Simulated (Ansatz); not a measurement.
A calculation with Ansatz (development build ahead of 0.2.0).

```yaml
crystal:
  periodic: [false, false, false]
  atoms:
    - { symbol: H, position_ang: [0.05282, -0.03344, -1.53395] }
    - { symbol: C, position_ang: [-0.08755, 0.09695, -0.54379] }
    - { symbol: O, position_ang: [0.05029, -0.10449, 0.57506] }
basis:
  gaussian: { orbitals: def2-SVP }
total_charge: 1
hamiltonian:
  xc: hf
correlation:
  method: mp2
  frozen_orbitals: { C: 1, H: 0, O: 1 }
```

The input is written out in the form of the current development build from the run's settings.

The run gave:

```json
{
 "Converged": "yes",
 "Reference energy": "-112.84962 hartree",
 "Correlation energy": "-0.31174 hartree",
 "Total energy": "-113.16135 hartree",
 "Spin squared of the determinant": "0.000"
}
```
